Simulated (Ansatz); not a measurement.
The input, for Ansatz 0.2.0:

```yaml
crystal:
  periodic: [false, false, false]
  atoms:
    - {symbol: Si, position_ang: [0.000000, 0.000000, 2.191052]}
    - {symbol: C, position_ang: [0.000000, 0.000000, -0.297293]}
    - {symbol: H, position_ang: [0.000000, 0.000000, -1.893759]}
basis:
  gaussian: {orbitals: 6-31G}
magnetization: {spin_polarized: true, initial_magnetization: 1}
correlation: {method: ccsd_t, electrons: outside_noble_gas}
```

```sh
$ ansatz run in.yaml --threads 1 --pin off --events-out ev --progress --plain --max-ram 2393MiB
```

(1) Roughly how long does this take on 1 thread of Arm Neoverse V1, shared host, and how much host memory?

```
299 factors; integrals over basis functions are off by at most 3.3e-4 eV
mean field evaluation 1: about -8895.9874 eV, gradient 9.9e0 eV
mean field evaluation 2: about -8895.9875 eV, gradient 9.9e0 eV
mean field evaluation 4: about -8897.2728 eV, gradient 2.9e0 eV
mean field evaluation 8: about -8897.0316 eV, gradient 1.2e0 eV
mean field evaluation 16: about -8899.7613 eV, gradient 2.6e-4 eV
mean field evaluation 32: about -8899.5638 eV, gradient 2.3e0 eV
mean field evaluation 64: about -8896.9270 eV, gradient 2.6e-1 eV
mean field evaluation 96: about -8897.2622 eV, gradient 1.7e0 eV
mean field evaluation 128: about -8898.8016 eV, gradient 6.1e-2 eV
mean field evaluation 160: about -8898.6946 eV, gradient 3.6e0 eV
...
mean field evaluation 736: about -8898.8021 eV, gradient 4.8e-1 eV
mean field evaluation 768: about -8898.8165 eV, gradient 2.1e-1 eV
mean field evaluation 800: about -8897.9450 eV, gradient 1.5e-1 eV
mean field evaluation 832: about -8898.6440 eV, gradient 1.4e0 eV
mean field evaluation 864: about -8898.4695 eV, gradient 2.1e-2 eV
mean field -8899.76128928 eV, -327.0601949062 hartree, gradient 3.3e-6 eV, S^2 1.892324; 24 other end points of the search recorded, 0 dependent functions left out
determinant -8899.76128928 eV, -327.0601949062 hartree, with singles and doubles -8903.09051531 eV, -327.1825417060 hartree
determinant -8899.36373349 eV, -327.0455850003 hartree, with singles and doubles -8902.69330600 eV, -327.1679445332 hartree
determinant -8898.71581233 eV, -327.0217743368 hartree, with singles and doubles -8901.15917716 eV, -327.1115663383 hartree
determinant -8898.64052480 eV, -327.0190075714 hartree, with singles and doubles -8902.12105396 eV, -327.1469146587 hartree
determinant -8898.47128617 eV, -327.0127881664 hartree, with singles and doubles -8902.17974133 eV, -327.1490713799 hartree
determinant -8898.18936513 eV, -327.0024277593 hartree, with singles and doubles -8902.82827187 eV, -327.1729044375 hartree
determinant -8897.94499662 eV, -326.9934473822 hartree, with singles and doubles -8901.11797610 eV, -327.1100522273 hartree
determinant -8897.81700475 eV, -326.9887437676 hartree, with singles and doubles -8901.06896551 eV, -327.1082511213 hartree
determinant -8897.69974742 eV, -326.9844346402 hartree, with singles and doubles -8900.85825681 eV, -327.1005077195 hartree
determinant -8897.48345073 eV, -326.9764858836 hartree, with singles and doubles -8900.99134001 eV, -327.1053984368 hartree
determinant -8899.76128928 eV, -327.0601949062 hartree, with singles and doubles -8903.13611642 eV, -327.1842175160 hartree
determinant -8899.36373349 eV, -327.0455850003 hartree, with singles and doubles -8902.81248904 eV, -327.1723244292 hartree
determinant -8898.18936513 eV, -327.0024277593 hartree, with singles and doubles -8902.95527830 eV, -327.1775718376 hartree
determinant -8896.99622325 eV, -326.9585806037 hartree, with singles and doubles -8902.81380415 eV, -327.1723727586 hartree
6 core orbitals not correlated: weight in the atoms' cores, before any rotation towards them, 1.000 or more for the frozen orbitals, at most 0.000 for the correlated occupied ones
reference -8899.76128928 eV, -327.0601949062 hartree; 5, 4 occupied and 13, 14 virtual orbitals, 299 factors
second order -2.24808349 eV of doubles, -0.00000000 eV of singles
cycle   1  -3.37482238 eV  change    4.8e-6 eV  update   5.1e-6
cycle   2  -3.37481662 eV  change    5.8e-6 eV  update   4.5e-6
cycle   3  -3.37480777 eV  change    8.9e-6 eV  update   3.4e-6
cycle   4  -3.37480556 eV  change    2.2e-6 eV  update   2.4e-6
cycle   5  -3.37480393 eV  change    1.6e-6 eV  update   1.7e-6
perturbative correction -0.16086503 eV, -0.0059116810 hartree
WARN: the results are in doubt because among natural orbitals full CI differs from the method by -0.090 eV
Total energy: -8903.29695824 eV, -327.1901283440 hartree
In doubt: among natural orbitals full CI differs from the method by -0.090 eV
```

For the same geometry and basis full CI lies 198.3 meV lower.

## Answers

(1) 3.5 s wall and 0.15 GiB.
